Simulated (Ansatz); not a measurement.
How far each method lies from UCCSDT(Q) for O–CH2, triplet

Geometry: a PBE0/def2-TZVP stationary point for this spin, not checked as a minimum.

```xyz
4

O     0.0000    0.0000    0.6438
C     0.0000    0.0000   -0.6606
H     0.0000   -0.9567   -1.1734
H     0.0000    0.9567   -1.1734
```

Basis cc-pVDZ; Ansatz 0.2.0. Correlated methods freeze the noble-gas cores, which leaves 12 electrons in 36 orbitals. Prefix R: restricted or restricted open-shell reference; prefix U: unrestricted. Active spaces: valence = (12e, 10o) chosen from the atoms' valence shells.

Full CI isn't at hand for all of this; UCCSDT(Q) serves as the reference, and is uncertain by the last step of the cluster series or more. The frozen core follows each run's orbitals, which can shift R against U totals by a few meV.

For open shells CISD is restricted-active-space CI with the open shells as a complete middle space.

- UHF ⟨S²⟩: 2.015
- T1 diagnostic (RCCSD): 0.0306
- largest doubles amplitude (RCCSD): 0.049
- T1 diagnostic (UCCSD): 0.0261

```csv
level,E − E(UCCSDT(Q)) (mEh),share of correlation (%),wall time
RHF,308.34,0.00,–
UHF,299.71,2.80,–
RMP2,37.79,87.75,–
UMP2,38.72,87.44,–
CISD,28.02,90.91,2.5 s
RCCSD,8.14,97.36,–
UCCSD,7.94,97.42,–
RCCSD(T),1.32,99.57,3.1 s
UCCSD(T),1.31,99.57,2.9 s
BCCD(T),1.28,99.59,1.6 s
RCCSDT,0.56,99.82,–
UCCSDT,0.51,99.83,–
RCCSDT(Q),0.08,99.97,20 s
CASSCF (valence space),229.46,25.58,–
NEVPT2 (valence space),40.11,86.99,4 s
MRCISD (valence space),15.02,95.13,–
MRCISD+Q (valence space),1.96,99.37,7.5 s
```

The correlation energy at UCCSDT(Q), counted from RHF, is -8.390 eV. That run took 17 s on 1 thread of Arm Neoverse V1, shared host.

Times hold each run's SCF and search for its determinant on a shared host, so for small cases they say little of a method's own cost; they ran on 1 thread of Arm Neoverse V1. Some runs computed forces too.

Natural occupations of CASSCF (valence space) about the gap: 1.983 1.974 1.973 1.012 1.006 0.029 0.020 0.019; effectively unpaired electrons, Σ n²(2−n)², 2.01.

Atomization energy (electronic, same basis, no zero-point term; atoms at the same level, unrestricted beside the R rows where the molecule is a closed shell, with restricted open-shell steps beyond CCSDT(Q)) at UCCSDT(Q): 1133.1 kJ/mol. Errors of other levels:

```json
{"level": "RHF", "error (kJ/mol)": "-282.0"}
{"level": "UHF", "error (kJ/mol)": "-282.5"}
{"level": "RMP2", "error (kJ/mol)": "2.6"}
{"level": "UMP2", "error (kJ/mol)": "-0.8"}
{"level": "CISD", "error (kJ/mol)": "-61.5"}
{"level": "RCCSD", "error (kJ/mol)": "-15.2"}
{"level": "UCCSD", "error (kJ/mol)": "-15.1"}
{"level": "RCCSD(T)", "error (kJ/mol)": "-1.9"}
{"level": "UCCSD(T)", "error (kJ/mol)": "-2.1"}
{"level": "BCCD(T)", "error (kJ/mol)": "-1.8"}
{"level": "RCCSDT", "error (kJ/mol)": "-1.0"}
{"level": "UCCSDT", "error (kJ/mol)": "-1.1"}
{"level": "RCCSDT(Q)", "error (kJ/mol)": "0.0"}
{"level": "CASSCF (valence space)", "error (kJ/mol)": "-123.8"}
{"level": "NEVPT2 (valence space)", "error (kJ/mol)": "-3.2"}
{"level": "MRCISD (valence space)", "error (kJ/mol)": "-29.6"}
{"level": "MRCISD+Q (valence space)", "error (kJ/mol)": "-9.4"}
```

This basis is far from its limit, so the value isn't to be set against a measured one. Truncated CI isn't size-consistent, which counts against it in atomization.
